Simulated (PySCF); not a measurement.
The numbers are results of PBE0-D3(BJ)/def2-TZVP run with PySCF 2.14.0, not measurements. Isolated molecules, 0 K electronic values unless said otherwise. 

Reference species (SMILES): `[CH2]` (lower triplet) (neutral, multiplicity 3).

The highest occupied spin orbital is -7.17 eV and the dipole moment is 0.64 D.

Changed species: `[CH][N+]#[C-]` (lower triplet) (X = isocyano, multiplicity 3; the reference has X = H, multiplicity 3).

What does the change do to the highest occupied spin orbital and dipole moment?

the highest occupied spin orbital hardly moves; the dipole moment goes up by 2.32 D, to 2.96 D.
